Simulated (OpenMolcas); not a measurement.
# [BH3]− (SMILES [BH3-]): a chain of runs

Wanted: the energy (UHF/STO-3G), then a single-point energy (CASSCF(3,3)/STO-3G), then the energy (CASPT2(3,3)/STO-3G), then a single-point energy (SC-NEVPT2(3,3)/STO-3G), then the energy (MRCI(3,3)/STO-3G) of [BH3]−. 

The calculation is run with OpenMolcas 26.06.

### Step 1. The structure to begin with

The species is [BH3]− (4 atoms), meant as a doublet with charge -1. SMILES: `[BH3-]`. The B1–H3 distance was set to 2.507 Å, away from the relaxed value. At this shape a bond of the SMILES string is far longer than usual.

Bond lengths: B1–H2 1.254 Å, B1–H4 1.254 Å. Angles: H2–B1–H4 111.5°.

### Step 2. A single-point energy at UHF/STO-3G (run 1)

Contents of step1.input:

```
* BH3 Hartree-Fock
>>> EXPORT MOLCAS_PRINT=2

&gateway
 baslib=$CurrDir
 coord
 4
 bohr
 B      1.09623957     2.05310807    -1.10738329
 H      2.54499811     2.97886600     0.52210865
 H     -0.52766823    -2.19412321     0.22372468
 H     -0.67764634     3.53312267    -1.63514600
 basis=STO-3G
 group=NoSym

&seward

&scf
 uhf
 charge=-1
 spin=2
 scramble=0.25
 prorbitals=1 1
```

The basis set STO-3G is read from a file made from the Basis Set Exchange's data (not shown).

Launch:

```
$ export MOLCAS_MEM=1860
$ pymolcas step1.input > step1.log
```

The program printed (excerpt; [...] marks lines left out):

```text
--- Start Module: gateway ---
[...]
--- Stop Module: gateway /rc=_RC_ALL_IS_WELL_ ---
--- Start Module: seward ---
[...]
      Basis functions            8
--- Stop Module: seward /rc=_RC_ALL_IS_WELL_ ---
--- Start Module: scf ---
[...]
       Convergence after  23 Iterations
[...]
::    Total SCF energy                                -25.6680306809
[...]
      Total spin, S                                     0.7164053206
[...]
      Total electronic charge=    9.000000
      Total            charge=   -1.000000
[...]
      Dipole Moment (debye):
      Origin of the operator (angstrom)=    0.5060    1.0165   -0.4935
                   X=  6.7749E-01               Y=  1.6968E+00               Z= -5.7269E-01           Total=  1.9147E+00
      Center of Charge (angstrom)
[...]
--- Stop Module: scf /rc=_RC_ALL_IS_WELL_ ---
[...]
```

Wall time 1.6 s (1 thread of Arm Neoverse V2, shared host); peak memory 0.37 GiB.

### Step 3. A single-point energy at CASSCF(3,3)/STO-3G (run 2)

Contents of step2.input:

```
&GATEWAY
BasLib=$CurrDir
Coord
4
bohr
B      1.09623957     2.05310807    -1.10738329
H      2.54499811     2.97886600     0.52210865
H     -0.52766823    -2.19412321     0.22372468
H     -0.67764634     3.53312267    -1.63514600
Basis=STO-3G
Group=NoSym
&SEWARD
&RASSCF
FileOrb=$CurrDir/step1.UnaOrb
Spin=2
Nactel=3 0 0
Inactive=3
Ras2=3
OrbListing=Nothing
OrbAppear=Compact
```

The basis set STO-3G is read from a file made from the Basis Set Exchange's data (not shown).

Launch:

```
$ export MOLCAS_MEM=1860
$ pymolcas step2.input > step2.log
```

The program printed (excerpt; [...] marks lines left out):

```text
--- Start Module: gateway ---
[...]
--- Stop Module: gateway /rc=_RC_ALL_IS_WELL_ ---
--- Start Module: seward ---
[...]
      Basis functions            8
--- Stop Module: seward /rc=_RC_ALL_IS_WELL_ ---
--- Start Module: rasscf ---
[...]
      Number of active orbitals                  3
[...]
      Spin quantum number                      0.5
[...]
      Active orbitals                            3
[...]
      Number of CSFs                             8
[...]
      Number of root(s) required                 1
[...]
      Convergence after  7 iterations
[...]
      printout of CI-coefficients larger than  0.05 for root  1
      energy=     -25.699075
      conf/sym  111     Coeff  Weight
             1  2u0   0.92271 0.85139
             4  udu   0.13209 0.01745
             5  02u   0.11101 0.01232
             6  uud   0.07497 0.00562
             7  u02  -0.07395 0.00547
             8  0u2   0.32707 0.10697
      Natural orbitals and occupation numbers for root  1
      sym 1:   1.732787   1.006243   0.260970
      ************************************************************************************************************************
      *                                                    Final results                                                     *
[...]
::    RASSCF root number  1 Total energy:    -25.69907502
[...]
      Total electronic charge=    9.000000
      Total            charge=   -1.000000
[...]
      Dipole Moment (debye):
      Origin of the operator (angstrom)=    0.5060    1.0165   -0.4935
                   X=  6.1738E-01               Y=  9.6857E-01               Z= -6.7015E-01           Total=  1.3298E+00
      Center of Charge (angstrom)
[...]
--- Stop Module: rasscf /rc=_RC_ALL_IS_WELL_ ---
[...]
```

Wall time 1.4 s (1 thread of Arm Neoverse V2, shared host); peak memory 0.37 GiB.

### Step 4. The energy at CASPT2(3,3)/STO-3G (run 3)

Contents of step3.inp:

```
&GATEWAY
BASLIB = $CurrDir
COORD
4
bohr
B      1.09623957     2.05310807    -1.10738329
H      2.54499811     2.97886600     0.52210865
H     -0.52766823    -2.19412321     0.22372468
H     -0.67764634     3.53312267    -1.63514600
BASIS = STO-3G
GROUP = NoSym
&SEWARD
&RASSCF
FILEORB = $CurrDir/step2.RasOrb
SPIN = 2
NACTEL = 3 0 0
INACTIVE = 3
RAS2 = 3
ORBLISTING = Nothing
ORBAPPEAR = Compact
&CASPT2
IMAGINARY = 0.1
FROZEN = 1
```

The basis set STO-3G is read from a file made from the Basis Set Exchange's data (not shown).

Launch:

```
$ export MOLCAS_MEM=1860
$ pymolcas step3.inp > step3.log
```

The program printed (excerpt; [...] marks lines left out):

```text
--- Start Module: gateway ---
[...]
--- Stop Module: gateway /rc=_RC_ALL_IS_WELL_ ---
[...]
      Basis functions            8
[...]
--- Start Module: rasscf ---
[...]
      Number of active orbitals                  3
[...]
      Spin quantum number                      0.5
[...]
      Active orbitals                            3
[...]
      Number of CSFs                             8
[...]
      Number of root(s) required                 1
[...]
      Convergence after  4 iterations
[...]
      printout of CI-coefficients larger than  0.05 for root  1
      energy=     -25.699075
      conf/sym  111     Coeff  Weight
             1  2u0   0.92271 0.85139
             4  udu   0.13209 0.01745
             5  02u   0.11101 0.01232
             6  uud   0.07498 0.00562
             7  u02  -0.07395 0.00547
             8  0u2   0.32707 0.10697
      Natural orbitals and occupation numbers for root  1
      sym 1:   1.732787   1.006243   0.260970
      ************************************************************************************************************************
      *                                                    Final results                                                     *
[...]
::    RASSCF root number  1 Total energy:    -25.69907502
[...]
      Total electronic charge=    9.000000
      Total            charge=   -1.000000
[...]
      Dipole Moment (debye):
      Origin of the operator (angstrom)=    0.5060    1.0165   -0.4935
                   X=  6.1738E-01               Y=  9.6858E-01               Z= -6.7015E-01           Total=  1.3298E+00
      Center of Charge (angstrom)
[...]
--- Stop Module: rasscf /rc=_RC_ALL_IS_WELL_ ---
--- Start Module: caspt2 ---
[...]
 ###    WARNING: User changed nr of frozen orbitals.                         ###
 ###############################################################################
[...]
      E2 (Variational):          -0.0267857105
      Total energy:             -25.7258607338
[...]
      Reference weight:           0.98739
[...]
::    CASPT2 Root  1     Total energy:    -25.72586073
[...]
--- Stop Module: caspt2 /rc=_RC_ALL_IS_WELL_ ---
[...]
```

Wall time 1.4 s (1 thread of Arm Neoverse V2, shared host); peak memory 0.37 GiB.

### Step 5. A single-point energy at SC-NEVPT2(3,3)/STO-3G (run 4)

Contents of step4.input:

```
>>> EXPORT MOLCAS_PRINT=2

&GATEWAY
  BASLIB
  $CurrDir
  COORD
  4
  bohr
  B      1.09623957     2.05310807    -1.10738329
  H      2.54499811     2.97886600     0.52210865
  H     -0.52766823    -2.19412321     0.22372468
  H     -0.67764634     3.53312267    -1.63514600
  BASIS
  STO-3G
  GROUP
  NoSym

&SEWARD

&RASSCF
  FILEORB
  $CurrDir/step2.RasOrb
  SPIN
  2
  NACTEL
  3 0 0
  INACTIVE
  3
  RAS2
  3
  ORBLISTING
  Nothing
  ORBAPPEAR
  Compact

&CASPT2
  SC-NEVPT2
  FROZEN
  1
```

The basis set STO-3G is read from a file made from the Basis Set Exchange's data (not shown).

Launch:

```
$ export MOLCAS_MEM=1860
$ pymolcas step4.input > step4.log
```

The program printed (excerpt; [...] marks lines left out):

```text
--- Start Module: gateway ---
[...]
--- Stop Module: gateway /rc=_RC_ALL_IS_WELL_ ---
[...]
      Basis functions            8
[...]
--- Start Module: rasscf ---
[...]
      Number of active orbitals                  3
[...]
      Spin quantum number                      0.5
[...]
      Active orbitals                            3
[...]
      Number of CSFs                             8
[...]
      Number of root(s) required                 1
[...]
      Convergence after  4 iterations
[...]
      printout of CI-coefficients larger than  0.05 for root  1
      energy=     -25.699075
      conf/sym  111     Coeff  Weight
             1  2u0   0.92271 0.85139
             4  udu   0.13209 0.01745
             5  02u   0.11101 0.01232
             6  uud   0.07498 0.00562
             7  u02  -0.07395 0.00547
             8  0u2   0.32707 0.10697
      Natural orbitals and occupation numbers for root  1
      sym 1:   1.732787   1.006243   0.260970
      ************************************************************************************************************************
      *                                                    Final results                                                     *
[...]
::    RASSCF root number  1 Total energy:    -25.69907502
[...]
      Total electronic charge=    9.000000
      Total            charge=   -1.000000
[...]
      Dipole Moment (debye):
      Origin of the operator (angstrom)=    0.5060    1.0165   -0.4935
                   X=  6.1738E-01               Y=  9.6858E-01               Z= -6.7015E-01           Total=  1.3298E+00
      Center of Charge (angstrom)
[...]
--- Stop Module: rasscf /rc=_RC_ALL_IS_WELL_ ---
--- Start Module: caspt2 ---
[...]
 ###    WARNING: User changed nr of frozen orbitals.                         ###
 ###############################################################################
[...]
      E2 (Variational):          -0.0267366094
[...]
      E2 (Variational):          -0.0266972874
      Total energy:             -25.7257723106
[...]
      Reference weight:           0.98739
[...]
::    SC-NEVPT2 Root  1     Total energy:    -25.72577231
[...]
--- Stop Module: caspt2 /rc=_RC_ALL_IS_WELL_ ---
[...]
```

It took 1.4 s on 1 thread of Arm Neoverse V2, shared host; peak memory 0.37 GiB.

### Step 6. The energy at MRCI(3,3)/STO-3G (run 5)

Contents of step5.input:

```
&GATEWAY
  BASLIB = $CurrDir
  COORD
  4
  bohr
  B      1.09623957     2.05310807    -1.10738329
  H      2.54499811     2.97886600     0.52210865
  H     -0.52766823    -2.19412321     0.22372468
  H     -0.67764634     3.53312267    -1.63514600
  BASIS = STO-3G
  GROUP = NoSym

&SEWARD

&RASSCF
  FILEORB = $CurrDir/step2.RasOrb
  SPIN = 2
  NACTEL = 3 0 0
  INACTIVE = 3
  RAS2 = 3
  ORBLISTING = Nothing
  ORBAPPEAR = Compact

&MOTRA
  LUMORB
  FROZEN = 1

&GUGA
  ELECTRONS = 7
  SPIN = 2
  INACTIVE = 2
  ACTIVE = 3
  CIALL = 1

&MRCI
  SDCI
```

The basis set STO-3G is read from a file made from the Basis Set Exchange's data (not shown).

Launch:

```
$ export MOLCAS_MEM=1860
$ pymolcas step5.input > step5.log
```

The program printed (excerpt; [...] marks lines left out):

```text
--- Start Module: gateway ---
[...]
--- Stop Module: gateway /rc=_RC_ALL_IS_WELL_ ---
[...]
      Basis functions            8
[...]
      Number of active orbitals                  3
[...]
      Spin quantum number                      0.5
[...]
      Active orbitals                            3
[...]
      Number of CSFs                             8
[...]
      Number of root(s) required                 1
[...]
      Convergence after  4 iterations
[...]
      printout of CI-coefficients larger than  0.05 for root  1
      energy=     -25.699075
      conf/sym  111     Coeff  Weight
             1  2u0   0.92271 0.85139
             4  udu   0.13209 0.01745
             5  02u   0.11101 0.01232
             6  uud   0.07498 0.00562
             7  u02  -0.07395 0.00547
             8  0u2   0.32707 0.10697
      Natural orbitals and occupation numbers for root  1
      sym 1:   1.732787   1.006243   0.260970
      ************************************************************************************************************************
      *                                                    Final results                                                     *
[...]
::    RASSCF root number  1 Total energy:    -25.69907502
[...]
      Dipole Moment (debye):
      Origin of the operator (angstrom)=    0.5060    1.0165   -0.4935
                   X=  6.1738E-01               Y=  9.6858E-01               Z= -6.7015E-01           Total=  1.3298E+00
      Center of Charge (angstrom)
[...]
      *** WARNING: Default frozen orbitals is overwritten by user input.
      *** Default values:   1
[...]
--- Start Module: guga ---
[...]
--- Stop Module: guga /rc=_RC_ALL_IS_WELL_ ---
--- Start Module: mrci ---
[...]
       (But an ACPF correction will be computed)
       USE THE DEFAULT ACPF G-VALUE GFAC=  0.28571428571428570
[...]
                      CI ENERGY:   -25.73901578
[...]
                ACPF CORRECTION:    -0.00084454
[...]
      Total electronic charge=    9.000000
      Total            charge=   -1.000000
[...]
     ACPF CORRECTION:     -0.00084454
[...]
  CI State   1     Total energy:    -25.73901578     QDav:     -0.00119244     QACPF:     -0.00084454
[...]
--- Stop Module: mrci /rc=_RC_ALL_IS_WELL_ ---
[...]
```

Wall time 1.5 s (1 thread of Arm Neoverse V2, shared host); peak memory 0.37 GiB.

### Step 7. Results

| quantity | value |
| --- | --- |
| run 1, UHF/STO-3G: total energy | -25.66803 Eh |
| run 1, UHF/STO-3G: HOMO energy (highest over α and β) | 4.28 eV |
| run 1, UHF/STO-3G: LUMO energy (lowest over α and β) | 15.06 eV |
| run 1, UHF/STO-3G: ⟨S²⟩ | 1.230 |
| run 2, CASSCF(3,3)/STO-3G: total energy | -25.69908 Eh |
| run 3, CASPT2(3,3)/STO-3G: total energy | -25.72586 Eh |
| run 4, SC-NEVPT2(3,3)/STO-3G: total energy | -25.72577 Eh |
| run 5, MRCI(3,3)/STO-3G: total energy | -25.73902 Eh |

In words: ⟨S²⟩ (run 1, UHF/STO-3G) is 1.23 where a pure doublet has 0.75: the reference is spin-contaminated. The HOMO (run 1, UHF/STO-3G) lies at positive energy, 4.28 eV: the electron is unbound at this level or held by a compact basis; values depend on the basis.
